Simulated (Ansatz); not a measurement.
# C₃H− (SMILES C1#C[CH-]1): one structure at several levels

An exercise on one series of results from a longer session: the logs are not shown, and one member is left open.

Program: Ansatz 0.2.0, Gaussian basis. Level of theory: single points in def2-TZVPPD. These are calculated values, not measurements.

Correlated methods freeze the cores.

## The system as given

SMILES `C1#C[CH-]1`, 4 atoms, charge -1, spin multiplicity 1.

Atoms are counted from 1 here; the program's logs count them from 0.

Bond lengths: C1–C2 1.491 Å, C1–C3 1.321 Å, C2–C3 1.524 Å, C3–H4 0.997 Å. Angles: C2–C1–C3 65.3°, C1–C2–C3 52.0°, C1–C3–C2 62.7°, C1–C3–H4 155.1°, C2–C3–H4 140.8°.

As a file:

```xyz
4
charge -1, multiplicity 1
C     0.99200   -0.24990    0.21590
C    -0.24150   -0.33630    1.04980
C    -0.10510    0.19230   -0.37330
H    -0.66410    0.47340   -1.14970
```

Set-up of the first run:

Contents of run/in.yaml:

```yaml
crystal:
  periodic: [false, false, false]
  atoms:
    - {symbol: C, position_ang: [0.992000, -0.249900, 0.215900]}
    - {symbol: C, position_ang: [-0.241500, -0.336300, 1.049800]}
    - {symbol: C, position_ang: [-0.105100, 0.192300, -0.373300]}
    - {symbol: H, position_ang: [-0.664100, 0.473400, -1.149700]}
basis:
  gaussian: {orbitals: "def2-TZVPPD.json"}
total_charge: -1
correlation: {method: ccsd_t}
output: {forces: true}
```

The basis file named in the input lies beside it (Basis Set Exchange, JSON).

No record of the launch command was kept for these runs.

Among the steps run: CCSD(T)/def2-TZVPPD; PBE0-D4/def2-TZVPPD; wB97M-V/def2-TZVPPD; r2SCAN-D4/def2-TZVPPD; PBE-D4/def2-TZVPPD; CAM-B3LYP-D4/def2-TZVPPD; B97M-V/def2-TZVPPD.

One table of the session follows, with a row left open; its other results are not shown here.

| method | RMS force component (eV/Å) | angle to CCSD(T) forces (°) |
| --- | --- | --- |
| CCSD(T) | 2.447 | reference |
| PBE0-D4 | ? | ? |
| wB97M-V | 2.584 | 10.1 |
| r2SCAN-D4 | 2.553 | 6.6 |
| PBE-D4 | 2.503 | 3.0 |
| CAM-B3LYP-D4 | 2.662 | 13.6 |
| B97M-V | 2.547 | 9.0 |

**Question.** Estimate the row for PBE0-D4.

As computed: RMS force component (eV/Å): 2.629; angle to CCSD(T) forces (°): 9.3. In the column «RMS force component (eV/Å)» it lies between wB97M-V (2.584) and CAM-B3LYP-D4 (2.662).

Caveats from the session: The anion's highest level is positive in at least one run, so there the basis alone may hold the extra electron.
